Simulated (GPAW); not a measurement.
**[BCl2]+ (SMILES Cl[B+]Cl): OLYP/dzp (scalar-relativistic datasets)**

We compute a structure relaxation of [BCl2]+. Input form: an ASE script.

Program for the calculation: GPAW 26.7.0.

11 further runs of the same task are left out: 1 for a known fault of the program, 3 that didn't finish, 7 set aside as unsound or not needed.

## Step 1: Starting point

[BCl2]+: 3 atoms, total charge +1, spin state singlet. SMILES: `Cl[B+]Cl`. All atoms were displaced at random from a relaxed shape. The run starts from this shape.

Bond lengths: Cl1–B2 1.598 Å, B2–Cl3 1.560 Å. Angles: Cl1–B2–Cl3 169.9°.

## Step 2: A geometry optimisation at OLYP/dzp (scalar-relativistic datasets)

mol.xyz

```xyz
3

Cl    -1.237187     0.791121    -0.546684
B      0.022261    -0.062598    -0.058316
Cl     1.269754    -0.708414     0.619851
```

relax.py

```python
from ase.io import read, write
from ase.optimize import FIRE2
from gpaw import GPAW, setup_paths
from gpaw.atom.configurations import parameters
from gpaw.atom.generator import Generator
from gpaw.utilities.adjust_cell import adjust_cell

# Geometry
system = read('mol.xyz')
adjust_cell(system, 4.5, h=0.15)

# Generate the setups first
for symbol in ['B', 'Cl']:
    Generator(symbol, xcname='GGA_X_OPTX+GGA_C_LYP', scalarrel=True, nofiles=True, txt=None).run(**parameters[symbol])
setup_paths.insert(0, '.')

# Calculator
dft = GPAW(mode='lcao',
           h=0.15,
           basis='dzp',
           poissonsolver={'name': 'MomentCorrectionPoissonSolver', 'poissonsolver': 'fast', 'moment_corrections': 9},
           maxiter=80,
           convergence={'density': 1e-06},
           symmetry='off',
           xc='GGA_X_OPTX+GGA_C_LYP',
           charge=1,
           txt='-')
system.calc = dft

opt = FIRE2(system, trajectory='mol.traj')
converged = opt.run(fmax=0.05, steps=100)
print('Converged:', converged)
print(f'Final energy: {system.get_potential_energy():.5f} eV')
print(f'r(Cl2-B1)               {system.get_distance(2, 1):.4f} Ang')
print(f'r(B1-Cl0) = {system.get_distance(1, 0):.4f} Ang')
write('relaxed.xyz', system)
```

Run with:

```sh
$ python3 relax.py
```

The program printed:

```text
[...]
Number of symmetries: 1
[...]
  Number of IBZ points: 1
[...]
basis functions: 39
Spin-components: 1 (collinear spins)
Bands:           12
[...]
  Valence electrons: 17.0
[...]
  Grid points: [80 72 68]
  Charge: 1.0  # |e|
[...]
    cutoffs:
[...]
occupation numbers:
  # Zero width
[...]
xc functional:
  name: GGA_X_OPTX+GGA_C_LYP with 2 nearest neighbor stencil
[...]
|iter     |     time |      energy | eigst |  dens |
[...]
|iter:   1| 00:00:59 |   -3.051129 |      c|       |
[...]
Converged in 11 steps
[...]
dipole moment: (6.031984, 5.339918, 5.074997)  # |e|*Ang
Fermi level: -12.155
[...]
Converged in 11 steps
[...]
Converged in 10 steps
[...]
Converged in 9 steps
[...]
Converged in 9 steps
[...]
|iter:   9| 00:16:29 |   -1.947901c|      c| -6.18c|
Converged in 9 steps
[...]
Energy contributions relative to reference atoms: (reference = -25792.001845)
Energy contributions:
  Kinetic:           4.739496
  Coulomb:          -3.825906
  Zero:              0.024510
  External:          0.000000
  Xc:               -2.886000
  Entropy:           0.000000
  Spinorbit:         0.000000
  ----------------------------
  Free energy:      -1.947901
  Extrapolated:     -1.947901
dipole moment: (6.003635, 5.365380, 5.067575)  # |e|*Ang
Fermi level: -12.165
Eigenvalues  # (at kpt = [0.000, 0.000, 0.000])
| band index |      eig [eV] | occ [0-2] |
|------------|---------------|-----------|
|          0 |       -29.363 |     2.000 |
|          1 |       -29.014 |     2.000 |
|          2 |       -19.773 |     2.000 |
|          3 |       -18.504 |     2.000 |
|          4 |       -16.571 |     2.000 |
|          5 |       -16.571 |     2.000 |
|          6 |       -15.340 |     2.000 |
|          7 |       -15.340 |     2.000 |
|          8 |        -8.990 |     0.000 |
|          9 |        -8.989 |     0.000 |
|         10 |        -6.945 |     0.000 |
|         11 |        -2.258 |     0.000 |
Gap: 6.350 eV
Transition (v -> c):
[...]
Forces  # eV/Ang
|        x |        y |        z |
|----------|----------|----------|
| -0.00089 | -0.02487 |  0.00195 |  # Cl   0
| -0.01646 |  0.02919 |  0.00304 |  # B    1
|  0.00606 | -0.00015 | -0.01415 |  # Cl   2
Force computation time: 0.708  # s
FIRE2:   17 hh:mm:ss       -1.947901        0.033644
Converged: True
Final energy: -1.94790 eV
r(Cl2-B1)               1.6344 Ang
r(B1-Cl0) = 1.6350 Ang
```

Run time: 17 min. Hardware: 1 thread of Intel Xeon at 2.50GHz (Skylake/Cascade Lake), shared host; peak memory 1.3 GiB.

Steps, from the record of the run:

```tsv
step	energy from the first frame kept (eV)	largest force (eV/Å)
0	0.0000	3.5523
1	-0.1147	1.6938
2	-0.1517	1.0527
3	-0.1567	0.7780
4	-0.1606	0.4569
5	-0.1627	0.4340
6	-0.1645	0.5553
7	-0.1675	0.5097
8	-0.1711	0.3553
9	-0.1740	0.3312
10	-0.1765	0.3434
11	-0.1792	0.2333
12	-0.1813	0.2159
13	-0.1832	0.2091
14	-0.1848	0.1160
15	-0.1859	0.1215
16	-0.1867	0.0616
17	-0.1871	0.0336
```

After the run. Bond lengths: Cl1–B2 1.635 Å, B2–Cl3 1.634 Å. Angles: Cl1–B2–Cl3 179.6°.

## Step 3: What came out

At OLYP/dzp (scalar-relativistic datasets):

```
                                              quantity       value
energy as printed (from the program's reference atoms)  -1.9479 eV
                                           HOMO energy   -15.34 eV
                                           LUMO energy    -8.99 eV
                                         HOMO–LUMO gap     6.35 eV
```

At the final geometry: Bond lengths: Cl1–B2 1.635 Å, B2–Cl3 1.634 Å. Angles: Cl1–B2–Cl3 179.6°. The optimisation took 17 steps and changed the energy by -0.187 eV.
